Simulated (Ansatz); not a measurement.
# H$_{3}$S⁺, triplet: the ladder up to full CI

Geometry: a point of a stretch scan, not a stationary point.

```yaml
atoms:
  - { symbol: S, position_ang: [0.0000, -0.0392, -0.0721] }
  - { symbol: H, position_ang: [0.0000, 1.3183, -0.0721] }
  - { symbol: H, position_ang: [0.0000, -0.0341, 3.9569] }
  - { symbol: H, position_ang: [0.0000, -0.0373, -1.5922] }
```

Basis 6-31G; Ansatz 0.2.0. Correlated methods freeze the noble-gas cores, which leaves 8 electrons in 14 orbitals. R marks a restricted (for open shells ROHF) determinant, U an unrestricted one. Active spaces: valence = (8e, 7o) chosen from the atoms' valence shells; pair = (4e, 4o) about the gap.

Full CI is exact within this basis and frozen core; it isn't the basis-set limit. The frozen core follows each run's orbitals, which can shift R against U totals by a few meV.

For open shells CISD and CISDTQ are restricted-active-space CI with the open shells as a complete middle space.

```
UHF ⟨S²⟩                          : 2.015
T1 diagnostic (RCCSD)             : 0.0144
largest doubles amplitude (RCCSD) : 0.077
T1 diagnostic (UCCSD)             : 0.0114
```

```tsv
level	E − E(full CI) (kJ/mol)	share of correlation (%)	wall time
RHF	181.9	0.00	–
UHF	176.9	2.72	–
RMP2	48.9	73.14	–
UMP2	48.0	73.63	–
CISD	6.4	96.49	0.33 s
RCCSD	1.6	99.13	–
UCCSD	1.6	99.12	–
RCCSD(T)	0.4	99.78	0.45 s
UCCSD(T)	0.4	99.78	0.45 s
BCCD(T)	0.4	99.77	0.42 s
RCCSDT	0.1	99.94	–
UCCSDT	0.1	99.95	–
CISDTQ	0.1	99.96	0.84 s
RCCSDT(Q)	0.0	99.99	1.8 s
UCCSDT(Q)	0.0	100.00	1.7 s
RCCSDTQ	0.0	100.00	12 s
UCCSDTQ	0.0	100.00	12 s
CASSCF (pair space)	117.3	35.51	–
NEVPT2 (pair space)	28.6	84.27	0.15 s
MRCISD (pair space)	2.6	98.58	–
MRCISD+Q (pair space)	-0.8	100.41	0.39 s
CASSCF (valence space)	53.7	70.45	–
NEVPT2 (valence space)	13.0	92.85	0.72 s
MRCISD (valence space)	1.0	99.47	–
MRCISD+Q (valence space)	0.4	99.80	1.1 s
```

The correlation energy at full CI, counted from RHF, is -1.885 eV. That run took 1.7 s on 1 thread of Arm Neoverse V1, shared host over 493,680 determinants.

Times hold each run's SCF and search for its determinant on a shared host, so for small cases they say little of a method's own cost; they ran on 1 thread of Arm Neoverse V1.

More than 5 meV below full CI, which no variational method can be: MRCISD+Q (pair space).

The full-CI state has the irrep A'' of Cs, in the program's axes.

Natural occupations of full CI about the gap: 1.989 1.966 1.947 1.000 0.997 0.052 0.032 0.006 0.004 0.003; effectively unpaired electrons, Σ n²(2−n)², 2.03.
